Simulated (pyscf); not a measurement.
PySCF, gas phase, ωB97X-D3(BJ)/def2-SVP geometries.

How much does it cost (ΔH, 298 K, ωB97M-D3(BJ)/def2-TZVP) to split O=W(OH)(OH)(Cl)–Cl at its O–W bond into [O=W(OH)(Cl)–Cl]• + OH•?

O–W to [O=W(OH)(Cl)–Cl]• + OH•: 3.64 eV. The 7 functionals that were run give +3.59 (M06-2X) to +4.08 eV (PBE). The radicals are drawn with the spin at the cut bond; how far it spreads was not checked. Other isomers of [O=W(OH)(Cl)–Cl]• were not searched in full and may lie lower. Left out: the spin-orbit lowering of OH. Open-shell species with a d-block atom are single-reference here; other states, and whether the spin sits on metal or ligand, were not checked. Elements past Kr carry the def2 core potentials, without spin-orbit coupling.
